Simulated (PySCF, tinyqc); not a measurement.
Worked calculation: CID on RHF in the sto-3g basis, frozen core, for BH, spin multiplicity 1. The lowest restricted solution is unstable here: a spin-polarised one lies 0.0065 hartree lower (PySCF). One step of it, computed by the program tinyqc.

Task: CID: determinants and Hamiltonian. Slater-Condon rules over spin orbitals, with the nuclear repulsion and the energy of the frozen orbital added and E(HF) subtracted on the diagonal. Only determinants linked to the reference directly or through others are kept (one block of an abelian symmetry group), so some states are absent.

one-electron integrals dressed by the frozen orbital, h + 2 (pq|11) - (p1|1q) (hartree), lower triangle:
```
           2          3          4          5          6
2  -1.679475
3   0.003095  -1.441701
4   0.000000   0.000000  -1.432985
5   0.000000   0.000000   0.000000  -1.432985
6  -0.116515  -0.086171   0.000000   0.000000  -1.264417
```

energy of the frozen orbital, 2 h_11 + (11|11) = -22.31387210 hartree

Two-electron integrals over orbitals (pq|rs), unique and non-zero (hartree); the lowest 1 orbital is frozen and left out:
```
(22|22) 0.472064    (32|22) -0.005572   (32|32) 0.116981    (33|22) 0.428900
(33|32) 0.002477    (33|33) 0.468572    (42|42) 0.089892    (43|42) -0.038517
(43|43) 0.032239    (44|22) 0.484063    (44|32) -0.076549   (44|33) 0.417105
(44|44) 0.586773    (52|52) 0.089892    (53|52) -0.038517   (53|53) 0.032239
(54|54) 0.031630    (55|22) 0.484063    (55|32) -0.076549   (55|33) 0.417105
(55|44) 0.523513    (55|55) 0.586773    (62|22) 0.056031    (62|32) -0.010327
(62|33) -0.025682   (62|44) 0.076086    (62|55) 0.076086    (62|62) 0.088548
(63|22) 0.038675    (63|32) -0.111849   (63|33) -0.001506   (63|44) 0.101818
(63|55) 0.101818    (63|62) 0.055701    (63|63) 0.150213    (64|42) 0.026501
(64|43) 0.004553    (64|64) 0.025624    (65|52) 0.026501    (65|53) 0.004553
(65|65) 0.025624    (66|22) 0.469117    (66|32) 0.051043    (66|33) 0.465556
(66|44) 0.438574    (66|55) 0.438574    (66|62) 0.023569    (66|63) -0.024277
(66|66) 0.528605
```

nuclear repulsion = 1.47485287 hartree

Hartree-Fock energy = -24.65909677 hartree

Give: determinants; H - E(HF) between determinants.

Result:

Occupation strings over the orbitals (2 doubly, a alpha, b beta, 0 empty; spin orbitals ordered 1a 1b 2a 2b ...): 222000 220200 2ab200 220020 2ab020 220002 2ab002 2ba200 202200 2ba020 202020 2ba002 202002

H - E(HF) between determinants (hartree), lower triangle:
```
        222000  220200  2ab200  220020  2ab020  220002  2ab002  2ba200
222000   0.000
220200   0.032   0.410
2ab200   0.039  -0.117   0.529
220020   0.032   0.032   0.000   0.410
2ab020   0.039   0.000   0.032  -0.117   0.529
220002   0.150   0.026   0.000   0.026   0.000   0.632
2ab002  -0.056   0.000   0.026   0.000   0.026   0.044   0.758
2ba200  -0.039   0.117  -0.117   0.000   0.000   0.000   0.000   0.529
202200   0.090   0.117  -0.109   0.000   0.000   0.000   0.000   0.109
2ba020  -0.039   0.000   0.000   0.117  -0.117   0.000   0.000   0.032
202020   0.090   0.000   0.000   0.117  -0.109   0.000   0.000   0.000
2ba002   0.056   0.000   0.000   0.000   0.000  -0.044  -0.117   0.026
202002   0.089   0.000   0.000   0.000   0.000   0.117   0.052   0.000

        202200  2ba020  202020  2ba002  202002
202200   0.730
2ba020   0.000   0.529
202020   0.032   0.109   0.730
2ba002   0.000   0.026   0.000   0.758
202002   0.026   0.000   0.026  -0.052   0.967
```
